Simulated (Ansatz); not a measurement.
# BH3 (triplet): from Hartree-Fock to the top rungs at distance B1–H4 = 1.039 Å, cc-pVDZ

Aim: climb from Hartree-Fock through coupled cluster and multireference methods for BH3 (triplet) at one geometry and basis, and see what each rung misses.

Computed with Ansatz 0.2.0, Gaussian basis. Level: cc-pVDZ, core rule «outside noble gas», up to 1 orbitals frozen.

To be run: UHF; CCSD(T) on ROHF; CCSD(T) on UHF; BCCD(T) on ROHF; CISD; CCSDT(Q) on ROHF; CCSDT(Q) on UHF; CASSCF and MRCISD+Q, 4 electrons in 4 orbitals; CASSCF and NEVPT2, 4 electrons in 4 orbitals; CASSCF and MRCISD+Q, 6 electrons in 7 orbitals; CASSCF and NEVPT2, 6 electrons in 7 orbitals; Full CI.

18 further runs of the same task are left out: 14 that didn't finish, 4 set aside as unsound or not needed.

**1. What is computed**

The geometry derives from a PBE0/def2-TZVP stationary point (not a proven minimum). One bond is set to the value named and the two fragments are kept rigid.

4 atoms, charge 0, spin multiplicity 3.

Atoms are counted from 1 here; the program's logs count them from 0.

Bond lengths: B1–H2 1.281 Å, B1–H3 1.186 Å, B1–H4 1.039 Å. Angles: H2–B1–H3 117.7°, H2–B1–H4 49.8°, H3–B1–H4 117.7°.

**2. UHF**

File in.yaml:

```yaml
crystal:
  periodic: [false, false, false]
  atoms:
    - {symbol: B, position_ang: [-0.109022, -0.007410, 0.074178]}
    - {symbol: H, position_ang: [0.317288, 0.531668, -1.006761]}
    - {symbol: H, position_ang: [0.615357, -0.007466, 1.013748]}
    - {symbol: H, position_ang: [0.236704, -0.444725, -0.802606]}
basis:
  gaussian: {orbitals: cc-pVDZ}
magnetization: {spin_polarized: true, initial_magnetization: 2}
hamiltonian: {xc: hf}
output: {orbitals: {seedname: orbitals}}
```

Launch:

```bash
> ansatz run in.yaml --threads 1 --pin off --events-out ev --progress --plain --max-ram 2393MiB
```

The runs that follow: CCSD(T) on ROHF; CCSD(T) on UHF; BCCD(T) on ROHF; CISD; CCSDT(Q) on ROHF; CCSDT(Q) on UHF; CASSCF and MRCISD+Q, 4 electrons in 4 orbitals; CASSCF and NEVPT2, 4 electrons in 4 orbitals; CASSCF and MRCISD+Q, 6 electrons in 7 orbitals; CASSCF and NEVPT2, 6 electrons in 7 orbitals; Full CI.

**Question.** What will the summary of the whole plan be? Wanted: FCI below the RHF energy; RMP2 from FCI; UMP2 from FCI; RCCSD from FCI; RCCSD(T) from FCI; UCCSD(T) from FCI; RCCSDT(Q) from FCI; UCCSDT(Q) from FCI; NEVPT2 pair from FCI.

**Answer**, as computed:

| quantity | value |
| --- | --- |
| FCI below the RHF energy | -3.0034 eV |
| RMP2 from FCI | +61.0 kJ/mol |
| UMP2 from FCI | +61.4 kJ/mol |
| RCCSD from FCI | +6.1 kJ/mol |
| RCCSD(T) from FCI | +1.3 kJ/mol |
| UCCSD(T) from FCI | +1.2 kJ/mol |
| RCCSDT(Q) from FCI | 0.0 kJ/mol |
| UCCSDT(Q) from FCI | 0.0 kJ/mol |
| NEVPT2 pair from FCI | +62.8 kJ/mol |
| MRCISD+Q pair from FCI | -0.6 kJ/mol |
| NEVPT2 valence from FCI | +49.1 kJ/mol |
| levels within 1 kcal/mol (43 meV) | RCCSD(T), UCCSD(T), BCCD(T), RCCSDT, UCCSDT, RCCSDT(Q), UCCSDT(Q), MRCISD+Q pair, MRCISD+Q valence |
| T1 diagnostic | 0.016 |
| effectively unpaired electrons | 2.02 |

What this shows: RCCSD(T) misses by +1.3 kJ/mol, 0.4 % of the correlation energy. MRCISD+Q pair falls below full CI: the +Q correction isn't variational, and the cores differ from full CI's. One determinant dominates. Of the multireference levels listed MRCISD+Q valence comes nearest in total energy (+0.2 kJ/mol), which doesn't show that its space is the better one. These misses are within one basis, not against nature; the frozen cores of restricted and unrestricted runs differ, which can shift their rows.
